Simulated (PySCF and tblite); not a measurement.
Results of a calculation; reference values are marked as such.
Stationary points of methyl ethyl disulfide at GFN2-xTB, in Å:

Structure A

```
 1 C    -2.086   -0.200   -0.069
 2 C    -1.061    0.870    0.238
 3 S     0.175    0.299    1.471
 4 S     1.152   -1.169    0.474
 5 C     2.521   -0.258   -0.320
 6 H    -2.803    0.168   -0.800
 7 H    -1.599   -1.085   -0.474
 8 H    -2.620   -0.483    0.835
 9 H    -1.515    1.744    0.704
10 H    -0.519    1.181   -0.655
11 H     3.099    0.255    0.442
12 H     3.130   -1.002   -0.821
13 H     2.123    0.448   -1.042
```

Structure B

```
 1 C    -2.136   -0.351    0.206
 2 C    -1.391    0.953    0.003
 3 S     0.322    0.874    0.618
 4 S     1.129   -0.413   -0.811
 5 C     2.816   -0.492   -0.161
 6 H    -3.164   -0.244   -0.134
 7 H    -1.663   -1.150   -0.361
 8 H    -2.141   -0.625    1.258
 9 H    -1.839    1.764    0.576
10 H    -1.347    1.234   -1.049
11 H     2.797   -0.897    0.847
12 H     3.364   -1.153   -0.825
13 H     3.255    0.501   -0.167
```

Structure C

```
 1 C    -1.491   -0.372    0.314
 2 C    -1.374    1.085   -0.082
 3 S     0.331    1.745    0.098
 4 S     1.409    0.623   -1.205
 5 C     2.216   -0.593   -0.106
 6 H    -2.531   -0.686    0.259
 7 H    -0.911   -0.997   -0.364
 8 H    -1.135   -0.523    1.331
 9 H    -1.965    1.726    0.571
10 H    -1.675    1.245   -1.116
11 H     1.471   -1.222    0.369
12 H     2.863   -1.188   -0.742
13 H     2.803   -0.063    0.637
```

Geometries: GFN2-xTB; energies: PBE0/pcSseg-1 + D3(BJ); zero-point and thermal terms from GFN2-xTB harmonic modes (soft modes blended into free rotors).

Task: Which structure is a saddle point, and along which motion?

Result: B: one imaginary mode (55i cm⁻¹ at GFN2-xTB, mostly on C5, S4, C1), along the rotation about the S3–S4 bond (torsion C2–S3–S4–C5 from 91° to 259°, rising).

Task: Give their symmetry and energies above the lowest.

Result: A C1, 0.0 kcal/mol; B C1, 6.7 kcal/mol; C C1, 0.2 kcal/mol.
